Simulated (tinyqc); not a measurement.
Worked calculation (part 2 of 2): RKS/PBE in the sto-3g basis, for H2F+, spin multiplicity 1. Computed by tinyqc, a small Python program that keeps every step (integrals from PySCF). Command: `OMP_NUM_THREADS=1 python tinyqc.py 27856 27857 out.jsonl` (the two numbers bound the seeds that draw the settings). One thread of a shared host (Intel(R) Xeon(R) Processor @ 2.60GHz), about 0.7 s of CPU time with the checks.

Geometry (angstrom):
```
atom         x          y         z
F     0.000000   0.000000  0.000000
H     0.000000   0.783000  0.652000
H     0.000000  -0.783000  0.652000
```

## Iteration 2: DIIS over 2 matrices

error matrix X^T (FDS - SDF) X:
```
           1          2         3          4          5          6          7
1   0.000000  -0.009651  0.000000   0.000000  -0.020058   0.029121   0.029121
2   0.009651   0.000000  0.000000   0.000000  -0.217242  -0.070776  -0.070776
3   0.000000   0.000000  0.000000   0.000000   0.000000   0.000000   0.000000
4   0.000000   0.000000  0.000000   0.000000   0.000000  -0.874404   0.874404
5   0.020058   0.217242  0.000000   0.000000   0.000000  -0.802614  -0.802614
6  -0.029121   0.070776  0.000000   0.874404   0.802614   0.000000   0.000000
7  -0.029121   0.070776  0.000000  -0.874404   0.802614   0.000000   0.000000
```

B (overlaps of the stored error matrices):
```
                1               2
1   2.7580020e+00  -3.2958210e+00
2  -3.2958210e+00   5.7538986e+00
```

Minimise |sum c_i e_i|^2 with sum c_i = 1: solve [B -1; -1 0][c; lambda] = [0; -1] with B_ij = tr e_i^T e_j, and take F = sum c_i F_i.

DIIS coefficients: 0.599179  0.400821

extrapolated F (hartree):
```
             1F 1s      1F 2s     1F 2px     1F 2py     1F 2pz      2H 1s      3H 1s
1F 1s   -24.455437  -6.295142   0.000000   0.000000  -0.011636  -1.035969  -1.035969
1F 2s    -6.295142  -3.001931   0.000000   0.000000  -0.134052  -0.920658  -0.920658
1F 2px    0.000000   0.000000  -0.638476   0.000000   0.000000   0.000000   0.000000
1F 2py    0.000000   0.000000   0.000000  -0.743713   0.000000  -0.332902   0.332902
1F 2pz   -0.011636  -0.134052   0.000000   0.000000  -0.719561  -0.317895  -0.317895
2H 1s    -1.035969  -0.920658   0.000000  -0.332902  -0.317895  -0.748978  -0.355160
3H 1s    -1.035969  -0.920658   0.000000   0.332902  -0.317895  -0.355160  -0.748978
```

## Iteration 2: diagonalisation and new density

X:
```
            1F 1s      1F 2s    1F 2px     1F 2py     1F 2pz      2H 1s      3H 1s
1F 1s    1.023736  -0.136395  0.000000   0.000000  -0.006596   0.017512   0.017512
1F 2s   -0.136395   1.148319  0.000000   0.000000   0.064343  -0.209149  -0.209149
1F 2px   0.000000   0.000000  1.000000   0.000000   0.000000   0.000000   0.000000
1F 2py   0.000000   0.000000  0.000000   1.060618   0.000000  -0.161980   0.161980
1F 2pz  -0.006596   0.064343  0.000000   0.000000   1.032819  -0.107090  -0.107090
2H 1s    0.017512  -0.209149  0.000000  -0.161980  -0.107090   1.123942  -0.094021
3H 1s    0.017512  -0.209149  0.000000   0.161980  -0.107090  -0.094021   1.123942
```

Diagonalise F' = X^T F X, C = X C', fill 5 alpha and 5 beta electrons from the bottom; D = 2 C_occ C_occ^T. Each column has its largest component positive (the first on a tie).

F' = X^T F X (hartree):
```
            1          2          3          4          5          6          7
1  -23.994110  -3.265329   0.000000   0.000000  -0.026688  -0.135946  -0.135946
2   -3.265329  -1.777285   0.000000   0.000000  -0.036239  -0.317459  -0.317459
3    0.000000   0.000000  -0.638476   0.000000   0.000000   0.000000   0.000000
4    0.000000   0.000000   0.000000  -0.628507   0.000000  -0.242045   0.242045
5   -0.026688  -0.036239   0.000000   0.000000  -0.655608  -0.178297  -0.178297
6   -0.135946  -0.317459   0.000000  -0.242045  -0.178297  -0.443388  -0.082866
7   -0.135946  -0.317459   0.000000   0.242045  -0.178297  -0.082866  -0.443388
```

orbital energies (hartree): MO1 -24.466842, MO2 -1.508258, MO3 -0.862108, MO4 -0.750081, MO5 -0.638476, MO6 -0.228075, MO7 -0.126920

coefficients C:
```
              MO1        MO2        MO3        MO4       MO5        MO6        MO7
1F 1s    0.994005  -0.246651   0.000000   0.089782  0.000000   0.101746   0.000000
1F 2s    0.025757   0.919925   0.000000  -0.429616  0.000000  -0.630375   0.000000
1F 2px   0.000000   0.000000   0.000000   0.000000  1.000000   0.000000   0.000000
1F 2py   0.000000   0.000000   0.746931   0.000000  0.000000   0.000000  -0.787070
1F 2pz   0.002525   0.156835   0.000000   0.822491  0.000000  -0.626690   0.000000
2H 1s   -0.004909   0.100904   0.351671   0.243287  0.000000   0.718674   0.802672
3H 1s   -0.004909   0.100904  -0.351671   0.243287  0.000000   0.718674  -0.802672
```

D after iteration 2:
```
            1F 1s      1F 2s    1F 2px     1F 2py     1F 2pz      2H 1s      3H 1s
1F 1s    2.113885  -0.479739  0.000000   0.000000   0.075343  -0.015850  -0.015850
1F 2s   -0.479739   2.062990  0.000000   0.000000  -0.418029  -0.023644  -0.023644
1F 2px   0.000000   0.000000  2.000000   0.000000   0.000000   0.000000   0.000000
1F 2py   0.000000   0.000000  0.000000   1.115811   0.000000   0.525348  -0.525348
1F 2pz   0.075343  -0.418029  0.000000   0.000000   1.402189   0.431828   0.431828
2H 1s   -0.015850  -0.023644  0.000000   0.525348   0.431828   0.386134  -0.108556
3H 1s   -0.015850  -0.023644  0.000000  -0.525348   0.431828  -0.108556   0.386134
```

## Iteration 8 (converged): orbitals

converged F (hartree):
```
             1F 1s      1F 2s     1F 2px     1F 2py     1F 2pz      2H 1s      3H 1s
1F 1s   -24.626961  -6.329277   0.000000   0.000000  -0.019424  -1.041759  -1.041759
1F 2s    -6.329277  -3.054656   0.000000   0.000000  -0.156734  -0.937413  -0.937413
1F 2px    0.000000   0.000000  -0.690066   0.000000   0.000000   0.000000   0.000000
1F 2py    0.000000   0.000000   0.000000  -0.802080   0.000000  -0.343862   0.343862
1F 2pz   -0.019424  -0.156734   0.000000   0.000000  -0.767735  -0.330781  -0.330781
2H 1s    -1.041759  -0.937413   0.000000  -0.343862  -0.330781  -0.805556  -0.363093
3H 1s    -1.041759  -0.937413   0.000000   0.343862  -0.330781  -0.363093  -0.805556
```

As before.

F' = X^T F X (hartree):
```
            1          2          3          4          5          6          7
1  -24.165548  -3.272727   0.000000   0.000000  -0.031546  -0.137337  -0.137337
2   -3.272727  -1.832237   0.000000   0.000000  -0.061585  -0.310704  -0.310704
3    0.000000   0.000000  -0.690066   0.000000   0.000000   0.000000   0.000000
4    0.000000   0.000000   0.000000  -0.689186   0.000000  -0.237154   0.237154
5   -0.031546  -0.061585   0.000000   0.000000  -0.705435  -0.176103  -0.176103
6   -0.137337  -0.310704   0.000000  -0.237154  -0.176103  -0.504686  -0.077589
7   -0.137337  -0.310704   0.000000   0.237154  -0.176103  -0.077589  -0.504686
```

orbital energies (hartree): MO1 -24.638028, MO2 -1.563183, MO3 -0.918220, MO4 -0.787476, MO5 -0.690066, MO6 -0.296808, MO7 -0.198063

coefficients C:
```
              MO1        MO2        MO3        MO4       MO5        MO6        MO7
1F 1s    0.994115  -0.245984   0.000000   0.094141  0.000000   0.098282   0.000000
1F 2s    0.025320   0.920145   0.000000  -0.448391  0.000000  -0.616851   0.000000
1F 2px   0.000000   0.000000   0.000000   0.000000  1.000000   0.000000   0.000000
1F 2py   0.000000   0.000000   0.746686   0.000000  0.000000   0.000000  -0.787303
1F 2pz   0.002857   0.179637   0.000000   0.817177  0.000000  -0.627518   0.000000
2H 1s   -0.004883   0.095960   0.351921   0.244162  0.000000   0.719054   0.802562
3H 1s   -0.004883   0.095960  -0.351921   0.244162  0.000000   0.719054  -0.802562
```

D after iteration 8:
```
            1F 1s      1F 2s    1F 2px     1F 2py     1F 2pz      2H 1s      3H 1s
1F 1s    2.115271  -0.486765  0.000000   0.000000   0.071164  -0.010946  -0.010946
1F 2s   -0.486765   2.096725  0.000000   0.000000  -0.402100  -0.042614  -0.042614
1F 2px   0.000000   0.000000  2.000000   0.000000   0.000000   0.000000   0.000000
1F 2py   0.000000   0.000000  0.000000   1.115080   0.000000   0.525548  -0.525548
1F 2pz   0.071164  -0.402100  0.000000   0.000000   1.400113   0.433496   0.433496
2H 1s   -0.010946  -0.042614  0.000000   0.525548   0.433496   0.385391  -0.110002
3H 1s   -0.010946  -0.042614  0.000000  -0.525548   0.433496  -0.110002   0.385391
```

## Convergence

Stop when the energy changes by less than 1e-08 hartree and every element of the error matrix X^T (F D S - S D F) X is below 3e-05.

Course of the cycle:
```
iteration   E (hartree)     change  largest element of the error matrix
1          -97.98261310          -                             5.34e-01
2          -98.04897511  -6.64e-02                             8.74e-01
3          -99.13462031  -1.09e+00                             2.37e-02
4          -99.13506463  -4.44e-04                             7.07e-03
5          -99.13511622  -5.16e-05                             1.54e-03
6          -99.13511906  -2.84e-06                             1.59e-04
7          -99.13511909  -2.90e-08                             1.01e-05
8          -99.13511909  -1.17e-10                             7.27e-10
```

PySCF RKS in the same basis, fine grid = -99.13448544 hartree

Converged in 8 iterations. The coarse grid moves the energy by -6.34e-04 hartree.

## Populations, bond orders and dipole

overlap S:
```
           1F 1s     1F 2s    1F 2px     1F 2py    1F 2pz     2H 1s      3H 1s
1F 1s   1.000000  0.237990  0.000000   0.000000  0.000000  0.038773   0.038773
1F 2s   0.237990  1.000000  0.000000   0.000000  0.000000  0.383470   0.383470
1F 2px  0.000000  0.000000  1.000000   0.000000  0.000000  0.000000   0.000000
1F 2py  0.000000  0.000000  0.000000   1.000000  0.000000  0.240304  -0.240304
1F 2pz  0.000000  0.000000  0.000000   0.000000  1.000000  0.200100   0.200100
2H 1s   0.038773  0.383470  0.000000   0.240304  0.200100  1.000000   0.233427
3H 1s   0.038773  0.383470  0.000000  -0.240304  0.200100  0.233427   1.000000
```

Mulliken: Z minus the diagonal of D S on the atom; Loewdin: the same with S^(1/2) D S^(1/2); Mayer order: 2 sum_s sum (D(s) S)_ij (D(s) S)_ji over the two atoms.

Charges (e):
```
atom  Mulliken   Loewdin
1F    0.111965  0.245034
2H    0.444018  0.377483
3H    0.444018  0.377483
```

Mayer bond orders:
```
pair     order
2-1   0.797018
3-1   0.797018
3-2   0.005830
```

dipole moment about the origin, x y z (debye): 0.000000  0.000000  3.148408
